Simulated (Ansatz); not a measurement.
`OCCCO` + `C#N` → `N#CCCO` + CH₃OH  (formal exchange of groups at a C–C bond)

Computed with Ansatz on PBE0-D4/def2-TZVP structures; ΔE is electronic, products minus reactants. CCSD(T)/CBS adds triple-zeta CCSD(T) − MP2 to the extrapolated MP2 energy (def2 sets, frozen cores). This one scheme is used for every species. Functionals use def2-TZVPP. B3LYP here is the variant with VWN-RPA as its local correlation; programs differ in this. One conformer a species, not always the lowest.

| level | ΔE (kJ/mol) | difference from CCSD(T)/CBS |
| --- | --- | --- |
| LDA (SPW92) | -25.9 | -6.8 |
| revPBE-D4 | -26.4 | -7.3 |
| BHLYP-D4 | -27.5 | -8.4 |
| revPBE | -33.6 | -14.5 |
| r2SCAN | -27.8 | -8.7 |
| PBE0 | -30.6 | -11.5 |
| B3LYP | -30.8 | -11.7 |
| r2SCANh | -28.0 | -8.9 |
| RPA@PBE/def2-TZVPP | -16.5 | 2.6 |
| HF/def2-SVP | -28.6 | -9.5 |
| MP2/def2-SVP | -16.1 | 3.0 |
| MP2/def2-TZVPP | -21.5 | -2.4 |
| HF/def2-QZVPP | -31.8 | -12.7 |
| MP2/def2-QZVPP | -21.6 | -2.5 |
| HF/CBS(def2) | -31.9 | -12.8 |
| MP2/CBS(def2) | -21.4 | -2.3 |
| CCSD(T)/CBS | -19.1 | 0 |

Largest T1 diagnostic among the species: 0.014.

The D4 term adds +3.4 kJ/mol with B3LYP and +1.9 kJ/mol with PBE0; it sums over pairs of atoms, weighted by their polarisabilities, and B3LYP, whose exchange is more repulsive, gets the larger term. Leaving LDA and LC-ωPBE aside and taking each functional with its dispersion term where it has one, the values, not all of them listed here, spread over 7.3 kJ/mol, from HSE06-D4 to ωB97M-V. LDA lies +4.8 kJ/mol from PBE without D4.
